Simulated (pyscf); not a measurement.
**Hydrogen abstraction: silylamine (H₂N–SiH₃) + amino radical (NH₂•) -> •HN–SiH₃ + ammonia (NH₃)**

Gas phase, doublet surface, charge 0. Bonds broken: N1–H3. Bonds formed: H3–N8. PySCF, gas phase, ωB97X-D3(BJ)/def2-SVP geometries.

Transition state (Å):

```xyz
10

N     -1.1119    -0.9296     0.0609
Si    -0.0900     0.2512     0.8609
H     -1.3466    -0.6375    -1.1488
H     -2.0408    -1.0353     0.4799
H      0.3678    -0.2955     2.1721
H     -0.7445     1.5738     1.1265
H      1.0867     0.4956    -0.0208
N     -1.6408     0.1798    -2.0020
H     -0.8234     0.7980    -2.0709
H     -2.3835     0.7710    -1.6131
```

One imaginary mode, 1801i cm⁻¹; descent along it reached the two sides named, in the forms told below.

```
bond   change  reactant side (Å)  saddle  product side
-----  ------  -----------------  ------  ------------
N1–H3  breaks              1.015   1.266         2.229
H3–N8   forms              2.517   1.218         1.022
```

Electronic energies relative to the separated reactants (eV):

| level | barrier | reaction energy | reverse barrier |
|---|---|---|---|
| ωB97X-D3(BJ)/def2-TZVP | 0.45 | +0.10 | 0.35 |
| PBE/def2-TZVP | -0.05 | +0.01 | -0.06 |
| r²SCAN/def2-TZVP | 0.14 | +0.07 | 0.07 |
| B3LYP-D3(BJ)/def2-TZVP | 0.24 | +0.07 | 0.17 |
| PBE0-D3(BJ)/def2-TZVP | 0.24 | +0.08 | 0.16 |
| M06-2X/def2-TZVP | 0.44 | +0.11 | 0.34 |
| ωB97M-D3(BJ)/def2-TZVP | 0.45 | +0.09 | 0.36 |
| HF/def2-TZVP | 1.47 | +0.18 | 1.29 |

With ωB97M-D3(BJ)/def2-TZVP energies and thermal terms (ideal gas, 1 atm, RRHO with modes under 100 cm⁻¹ raised to 100, one conformer, R ln 2 for chiral ones without a mode under 150 cm⁻¹), in eV:

```csv
T (K),ΔH‡,ΔG‡,ΔH,ΔG
298,0.41,0.85,+0.13,+0.12
600,0.41,1.30,+0.12,+0.12
900,0.44,1.73,+0.11,+0.12
1200,0.47,2.16,+0.11,+0.12
```

On the reactant side the descent ends in a complex, 0.19 eV under the separated species and 0.64 eV under the saddle at ωB97X-D3(BJ)/def2-TZVP. At PBE the saddle lies under the separated reactants, which points to a path from their complex (located at ωB97X-D3(BJ) alone). At PBE this geometry lies under the product side: in single points on another level's saddle the reverse barrier vanishes, and the forward threshold there is about the reaction energy. The same reactants have a lower exit, to H₂N–SiH₂• + NH₃ (barrier +0.19 eV at ωB97M-D3(BJ)/def2-TZVP, against +0.45 eV here). •HN–SiH₃ lies 0.90 eV over its isomer H₂N–SiH₂• (electronic energy, ωB97M-D3(BJ)/def2-TZVP). One saddle was located; it need not be the lowest between these sides. The angle at the transferred H is 150°.
